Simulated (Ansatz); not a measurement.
Geometry optimisation, Ansatz 0.2.0, RKS CAM-B3LYP-D4/def2-mTZVP.

input.yaml

```yaml
crystal:
  periodic: [false, false, false]
  atoms:
    - { symbol: "N", position_ang: [1.22581, 0.86377, -0.94824] }
    - { symbol: C, position_ang: [0.24725, 0.45007, -0.32134] }
    - { symbol: Si, position_ang: [-0.45624, -0.86803, 0.62218] }
    - { symbol: H, position_ang: [1.17466, 1.7854, -1.38057] }
    - { symbol: H, position_ang: [-1.52962, -1.6151, -0.00936] }
    - { symbol: H, position_ang: [-0.66186, -0.61612, 2.03733] }
basis:
  gaussian: { orbitals: def2-mTZVP }
hamiltonian:
  xc: cam_b3lyp
  dispersion: d4
relax:
  f_tol: 0.015
  max_steps: 40
```

Run as:

```bash
$ ansatz run input.yaml --threads 1 --pin off --max-ram 2048MiB --backend cpu --events-out ev --progress --plain --runs-dir out
```

Question: Where does it end, and by what steps?

Answer: The forces met the threshold. After 15 steps the energy has fallen by 0.323 eV; Si3 moved furthest, 0.40 Å.

| step | energy less start (eV) | largest force component (eV/Å) | accepted |
| --- | --- | --- | --- |
| 0 | 0.0000 | 1.352 | yes |
| 1 | -0.1573 | 1.344 | yes |
| 2 | -0.2472 | 0.930 | yes |
| 3 | -0.2784 | 0.591 | yes |
| 4 | -0.2813 | 0.613 | yes |
| 5 | -0.2935 | 0.467 | yes |
| 6 | -0.3091 | 0.366 | yes |
| 7 | -0.3140 | 0.229 | yes |
| 8 | -0.3191 | 0.121 | yes |
| 9 | -0.3189 | 0.381 | no |
| 10 | -0.3213 | 0.064 | yes |
| 11 | -0.3225 | 0.045 | yes |
| 12 | -0.3228 | 0.053 | yes |
| 13 | -0.3229 | 0.016 | yes |
| 14 | -0.3229 | 0.021 | yes |
| 15 | -0.3229 | 0.003 | yes |

```xyz
6
Properties=species:S:1:pos:R:3
N 1.092 0.901 -0.907
C 0.390 0.202 -0.265
Si -0.273 -1.213 0.713
H 1.016 1.816 -1.325
H -1.530 -1.337 -0.091
H -0.694 -0.370 1.875
```

Whether the end is a true minimum wasn't checked by a vibrational analysis.

Time of the run: 33 s on 1 thread of Arm Neoverse V2 (shared host), peak memory 0.15 GiB.
